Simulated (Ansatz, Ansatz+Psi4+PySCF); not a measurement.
```xyz
2

Si    0.0000    0.0000   -0.5096
O     0.0000    0.0000    0.8918
```

Basis set: cc-pVTZ (spherical functions). Correlated methods keep 6 orbitals frozen. Charge 0, multiplicity 1.

Computed with Ansatz (development build ahead of 0.2.0); each method stands on the lowest determinant of its kind that the runs found. Restricted open shells among the atoms or ions are ROHF, correlated in semicanonical orbitals with singles.

The atomization energy at this shape (free ground-state atoms in the same class of orbitals less the molecule, no zero-point energy) of singlet SiO:

```json
{"method": "RHF", "atomization energy": "4.66 eV"}
```

Question: What does RHF-MP2 give?

Answer: 7.77 eV. Caution: the shape is not the minimum.
